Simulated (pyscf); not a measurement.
methylsilane (H₃C–SiH₃) + silyl (SiH₃•) -> H₃C–SiH₂• + silane (SiH₄) (hydrogen abstraction; doublet surface; H–Si broken, H–Si formed). Structures and frequencies: ωB97X-D3(BJ)/def2-SVP in PySCF. Rate constants from transition-state theory, ωB97M-D3(BJ)/def2-TZVP energies (ideal gas, 1 atm, RRHO with modes under 100 cm⁻¹ raised to 100, one conformer, R ln 2 for chiral ones without a mode under 150 cm⁻¹; no tunnelling), k in cm³ molecule⁻¹ s⁻¹.

```tsv
T (K)	1000/T	log10 k
298	3.354	-17.84
600	1.667	-14.24
900	1.111	?
1200	0.833	-11.91
```

Fit an Arrhenius line to the three values, give the activation energy, and predict k at 900 K.

Least squares gives log10 k = -10.13 − 2.32 × 1000/T, so Ea = 2.32 × ln 10 × 1.987 = 10.6 kcal/mol, against an electronic barrier of 9.7. At 900 K the line gives -12.71; the computed value is -12.77 (ΔG‡ = 29.4 kcal/mol), a factor 1.2 under the line, since the plot is curved. One saddle was located; it need not be the lowest between these sides. The angle at the transferred H is 172°.
